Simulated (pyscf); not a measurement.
## Four-centre exchange: H₃Ge–SnH₃ (SMILES [GeH3][SnH3]) + H₂O (SMILES O) → HO–GeH₂–SnH₃ (SMILES [OH][GeH2][SnH3]) + H₂ (SMILES [H][H])

Gas phase, singlet surface, charge 0. Bonds broken: Ge2–H6, O9–H10. Bonds formed: Ge2–O9, H6–H10. Single points on ωB97X-D3(BJ)/def2-SVP structures (PySCF, gas phase).

Transition state (Å):

```xyz
11

Sn    -0.8244    -1.9301     0.4986
Ge     0.3498     0.3480     0.5169
H     -0.6161    -2.7482    -0.9913
H     -2.4920    -1.6723     0.7541
H     -0.1955    -2.8856     1.7641
H     -0.0965     0.3939     2.4462
H      1.8234     0.3883     0.9516
H      0.3348     0.9764    -0.9124
O     -0.7666     1.9224     1.1249
H     -0.5401     1.3605     2.0889
H     -0.3461     2.7935     1.0469
```

One imaginary mode, 1306i cm⁻¹; descent along it reached the two sides named, in the forms told below.

| bond | change | reactant side (Å) | saddle | product side |
|---|---|---|---|---|
| Ge2–H6 | breaks | 1.541 | 1.981 | 4.1 |
| O9–H10 | breaks | 0.965 | 1.139 | 2.420 |
| Ge2–O9 | forms | 3.2 | 2.024 | 1.798 |
| H6–H10 | forms | 2.7 | 1.122 | 0.762 |

Electronic energies relative to the separated reactants (kcal/mol):

```
level                   barrier  reaction energy  reverse barrier
----------------------  -------  ---------------  ---------------
ωB97X-D3(BJ)/def2-TZVP     45.0             +0.2             44.8
PBE/def2-TZVP              39.3             +1.1             38.3
r²SCAN/def2-TZVP           41.6             -0.2             41.8
B3LYP-D3(BJ)/def2-TZVP     43.6             +0.1             43.5
PBE0-D3(BJ)/def2-TZVP      42.6             +2.0             40.6
M06-2X/def2-TZVP           42.4             -3.5             45.9
ωB97M-D3(BJ)/def2-TZVP     45.3             +1.5             43.7
HF/def2-TZVP               62.4             +2.7             59.6
```

With ωB97M-D3(BJ)/def2-TZVP energies and thermal terms (ideal gas, 1 atm, RRHO with modes under 100 cm⁻¹ raised to 100, one conformer, R ln 2 for chiral ones without a mode under 150 cm⁻¹), in kcal/mol:

| T (K) | ΔH‡ | ΔG‡ | ΔH | ΔG |
|---|---|---|---|---|
| 298 | 43.0 | 53.2 | -1.1 | +0.2 |
| 600 | 43.1 | 63.6 | 0.0 | +1.2 |
| 900 | 43.9 | 73.6 | +0.9 | +1.6 |
| 1200 | 44.8 | 83.4 | +1.6 | +1.7 |

On the reactant side the descent ends in a complex (not fully relaxed), 4.2 kcal/mol under the separated species and 49.3 kcal/mol under the saddle at ωB97X-D3(BJ)/def2-TZVP. At the saddle there is also a short Ge–H contact that neither side keeps. One saddle was located; it need not be the lowest between these sides. Elements up to Kr have no core potential and no relativistic terms here. Elements past Kr carry the def2 core potentials, without spin-orbit coupling.
